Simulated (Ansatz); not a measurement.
# Cost against result

The pair of NH3 (SMILES N, atoms 1–4) and SiNH5 (SMILES [SiH3]N, atoms 5–11), both closed shells, in one local arrangement (a lower one may exist), relaxed at PBE0-D4/def2-TZVP:

```xyz
11
angstrom
N 0.0293 0.0193 -2.2258
H 0.8467 0.0796 -2.8205
H -0.6371 -0.5870 -2.6882
H -0.3817 0.9446 -2.1893
Si -0.3436 0.2588 1.8410
N 0.7534 -0.4825 0.7578
H 0.3005 0.3997 3.1754
H -0.6818 1.6048 1.3022
H -1.6433 -0.4484 2.0711
H 0.5550 -0.4431 -0.2402
H 1.2026 -1.3458 1.0166
```

Interaction energies are counterpoise-corrected; the time is that of the whole pair.

Ansatz 0.2.0; basis: as named in each row; cores frozen in the correlated methods. B3LYP uses VWN-RPA correlation. Extrapolation: Hartree–Fock as exp(−7.88 √X), correlation as X^−2.97.

Times are rough, for one single point on 4 threads of a shared host (Arm Neoverse V2).

The estimate by CCSD(T) at an estimated basis limit (MP2 extrapolated from triple and quadruple zeta, plus CCSD(T) − MP2 in triple zeta) is -0.198 eV.

```csv
method,basis,time (s),interaction energy (eV),method less estimate
HF,STO-3G,under 1,-0.036,0.162
PBE-D4,STO-3G,under 1,-0.253,-0.054
SPW92,def2-SVP,under 1,-0.372,-0.173
B3LYP-D4,6-31G,under 1,-0.320,-0.122
PBE-D4,def2-SVP,under 1,-0.281,-0.082
PBE0-D4,def2-SVP,under 1,-0.268,-0.070
CCSD(T),def2-SVP,1,-0.170,0.028
PBE-D4,def2-TZVPPD,2,-0.233,-0.035
revPBE-D4,def2-TZVPPD,2,-0.207,-0.008
BLYP-D4,def2-TZVPPD,2,-0.206,-0.008
PBE0-D4,def2-TZVPPD,2,-0.223,-0.025
B3LYP-D4,def2-TZVPPD,2,-0.210,-0.012
HSE06-D4,def2-TZVPPD,2,-0.223,-0.025
wB97M-V,def2-SVP,2,-0.238,-0.039
r2SCAN-D4,def2-TZVPPD,3,-0.208,-0.010
B2PLYP,def2-TZVPPD,4,-0.170,0.028
wB97X-V,def2-TZVPPD,5,-0.194,0.004
B97M-V,def2-TZVPPD,6,-0.208,-0.009
wB97M-V,def2-TZVPPD,6,-0.196,0.002
MP2,def2-QZVPPD,14,-0.195,0.003
CCSD(T),def2-TZVPPD,74,-0.185,0.014
```

T1 diagnostic: at most 0.010.
